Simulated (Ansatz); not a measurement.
Reactions of HNO₂, SMILES `O=NO`.

Gas-phase electronic energies from Ansatz, PBE0-D4/def2-TZVP geometries. CBS: def2 TZ/QZ extrapolation, frozen cores. Functionals use def2-TZVPP. No spin–orbit coupling; open shells (•) take unrestricted orbitals. Spin–orbit coupling would lower the free atoms: a little for Cl, F, O. Each species was taken in one conformer, which may not be the lowest.

| reaction | LDA (SPW92) (kJ/mol) | CCSD(T)/CBS(def2) (kJ/mol) |
| --- | --- | --- |
| `O=NO` → `[N]=O`• + `[OH]`• | 362 | 219 |
| `O=NO` + F• → `[O]N=O`• + H–F | -318 | -235 |
| `O=NO` → H• + N• + 2 O• | 1709 | 1300 |
| `O=NO` + Cl• → `[O]N=O`• + HCl | -148 | -90 |
| `O=NO` → H• + `[O]N=O`• | 355 | 359 |

Largest T1 diagnostic: 0.024, for `[N]=O`•.
